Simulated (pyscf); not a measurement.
Optimised with ωB97X-D3(BJ)/def2-SVP in PySCF.

Question: PBE/def2-TZVP puts the barrier of F–SiH(F)–F + H₂O → HO–Si(F)(F)–F + H₂ (four-centre exchange; singlet surface; H–Si, H–O broken, O–Si, H–H formed) at 26.6 kcal/mol and the reaction energy at -20.8 kcal/mol, from the separated reactants. What do r²SCAN/def2-TZVP, M06-2X/def2-TZVP, ωB97M-D3(BJ)/def2-TZVP give on the same structures?

Answer: r²SCAN: ΔE‡ = 26.7 kcal/mol, ΔE = -24.6 kcal/mol; M06-2X: ΔE‡ = 30.5 kcal/mol, ΔE = -25.9 kcal/mol; ωB97M-D3(BJ): ΔE‡ = 30.9 kcal/mol, ΔE = -22.5 kcal/mol. PBE's barrier matches one of them and lies within 4.3 kcal/mol of the others. Its reaction energy lies over all of them, by 1.8 to 5.1 kcal/mol. On the reactant side the descent ends in a complex, 5.1 kcal/mol under the separated species and 36.5 kcal/mol under the saddle at ωB97X-D3(BJ)/def2-TZVP. The same reactants have a lower exit, to HO–SiH(F)–F + HF (barrier +22.2 kcal/mol at ωB97M-D3(BJ)/def2-TZVP, against +30.9 kcal/mol here). One saddle was located; it need not be the lowest between these sides.
